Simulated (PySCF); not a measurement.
**Si: ionisation energy**

Si [Ne] 3s2 3p2 (3P) → Si⁺ [Ne] 3s2 3p1 (2P), as a difference of total energies. Calculation: PySCF 2.14, in x2c-SVPall (4s3p1d, 18 functions); scalar relativity by spin-free X2C-1e. Correlated levels: valence: [Ne] frozen. The calculations carry no spin-orbit coupling.

| method | ionisation energy (eV) |
| --- | --- |
| UHF | 7.633 |
| PBE | 8.164 |
| MN15 | 8.054 |
| MP2 (valence) | 7.859 |
| SCS-MP2 (valence) | 7.792 |
| CCSD (valence) | 7.865 |
| CCSD(T) (valence) | 7.874 |

Problem. How much does correlation contribute at CCSD(T) (valence)?

Solution. 7.874 − (7.633) = 0.241 eV, measured against UHF.

Errors of the correlated levels include the incompleteness of this basis and the frozen core.

For comparison: 8.157 eV (measured; NIST levels, between the centres of gravity of the two terms).
